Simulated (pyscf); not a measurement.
Structures and frequencies: ωB97X-D3(BJ)/def2-SVP in PySCF.

Problem. HO–SiH₂–O–Si(OH)(OH)–F + H₂ → HO–Si(OH)(OH)–F + HO–SiH₃
Surface: singlet. Broken: O–Si, H–H. Formed: H–O, H–Si. Give ΔE‡ and ΔE from ωB97M-D3(BJ)/def2-TZVP, relative to the separated reactants.

Solution. ΔE‡ = 238.9 kJ/mol, ΔE = +114.4 kJ/mol. Zero-point energy shifts the barrier by +11.4 kJ/mol. It is a four-centre exchange, with an imaginary mode of 1238i cm⁻¹. On the product side the descent ends in a complex, 30.0 kJ/mol under the separated species and 153.7 kJ/mol under the saddle at ωB97X-D3(BJ)/def2-TZVP. This is the saddle that the search found; another between the same sides may lie lower.
